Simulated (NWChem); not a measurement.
## Correlation energy of N (+1)

```
N
```
Charge +1, spin multiplicity 3.

Program: NWChem.

Basis set: 3-21G. Each correlation energy counts from its own Hartree-Fock reference.

The correlated methods keep 1 core orbital frozen. The stability of the SCF solutions was not checked. Open-shell Hartree-Fock references start from PBE0 orbitals. Coupled-cluster values serve here as a point of comparison, not as the truth.

Q: One of these methods gave a correlation energy of -25.4 mHa. Which?
(A) CCSD on UHF
(B) UMP2
(C) CCSD[T] on ROHF

A: B, UMP2. The others give -38.5 (CCSD on UHF), -40.1 (CCSD[T] on ROHF).
